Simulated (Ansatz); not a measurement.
**C₅H₆: how energies converge with the basis set**

The task here is to estimate one member of a computed series from the others.

Computed with Ansatz 0.2.0, Gaussian basis. Level: one geometry, several basis sets.

Plan: PBE0-D4/def2-SVP; ωB97M-V/def2-SVP; PBE0-D4/def2-QZVPP; ωB97M-V/def2-QZVPP; the functionals' def2-TZVPP values are taken from earlier runs.

## The geometry

All runs share one geometry, relaxed beforehand with PBE0-D4 in a triple-zeta def2 set.

SMILES `C=C1C=C1C`, 11 atoms, charge 0, spin multiplicity 1.

Atoms are counted from 1 here; the program's logs count them from 0.

Bond lengths: C1–C2 1.327 Å, C1–H6 1.082 Å, C1–H7 1.082 Å, C2–C3 1.430 Å, C2–C4 1.433 Å, C3–C4 1.317 Å, C3–H8 1.079 Å, C4–C5 1.466 Å, C5–H9 1.094 Å, C5–H10 1.090 Å, C5–H11 1.094 Å. Angles: C2–C1–H6 121.0°, C2–C1–H7 120.8°, H6–C1–H7 118.2°, C1–C2–C3 153.0°, C1–C2–C4 152.2°, C3–C2–C4 54.8°, C2–C3–C4 62.7°, C2–C3–H8 149.1°, C4–C3–H8 148.2°, C2–C4–C3 62.5°, C2–C4–C5 147.3°, C3–C4–C5 150.2°, C4–C5–H9 109.9°, C4–C5–H10 111.9°, C4–C5–H11 109.8°, H9–C5–H10 109.2°, H9–C5–H11 106.7°, H10–C5–H11 109.2°.

The first run:

File in.yaml:

```yaml
crystal:
  periodic: [false, false, false]
  atoms:
    - {symbol: C, position_ang: [-1.519058, 0.832051, 1.243629]}
    - {symbol: C, position_ang: [-0.599051, 0.009423, 0.756060]}
    - {symbol: C, position_ang: [0.170544, -1.195463, 0.772499]}
    - {symbol: C, position_ang: [0.397121, -0.348037, -0.209739]}
    - {symbol: C, position_ang: [1.120628, 0.021048, -1.429909]}
    - {symbol: H, position_ang: [-2.069002, 0.584037, 2.142197]}
    - {symbol: H, position_ang: [-1.739869, 1.770509, 0.751654]}
    - {symbol: H, position_ang: [0.407441, -2.135749, 1.244654]}
    - {symbol: H, position_ang: [1.634571, 0.975083, -1.282918]}
    - {symbol: H, position_ang: [1.849095, -0.737784, -1.717064]}
    - {symbol: H, position_ang: [0.412780, 0.167783, -2.250563]}
basis:
  gaussian: {orbitals: def2-SVP}
hamiltonian: {xc: pbe0, dispersion: d4}
output: {orbitals: {seedname: orbitals}}
```

Among the steps run: PBE0-D4 in def2-SVP; ωB97M-V in def2-SVP; PBE0-D4 in def2-QZVPP; ωB97M-V in def2-QZVPP.

One of the session's tables, all rows but one given; the rest of the session is left out.

It belongs to the step «Density functionals: the series». 

| functional | basis | HOMO (eV) | LUMO (eV) |
| --- | --- | --- | --- |
| PBE0-D4 | def2-SVP | -5.67 | 0.01 |
| PBE0-D4 | def2-TZVPP | -5.74 | -0.13 |
| PBE0-D4 | def2-QZVPP | -5.76 | -0.20 |
| ωB97M-V | def2-SVP | ? | ? |
| ωB97M-V | def2-TZVPP | -7.87 | 2.05 |
| ωB97M-V | def2-QZVPP | -7.88 | 1.71 |

**Question.** Estimate the row for ωB97M-V, def2-SVP.

As computed: HOMO (eV): -7.80; LUMO (eV): 2.28. In the column «HOMO (eV)» it lies between ωB97M-V, def2-TZVPP (-7.87) and PBE0-D4, def2-QZVPP (-5.76).
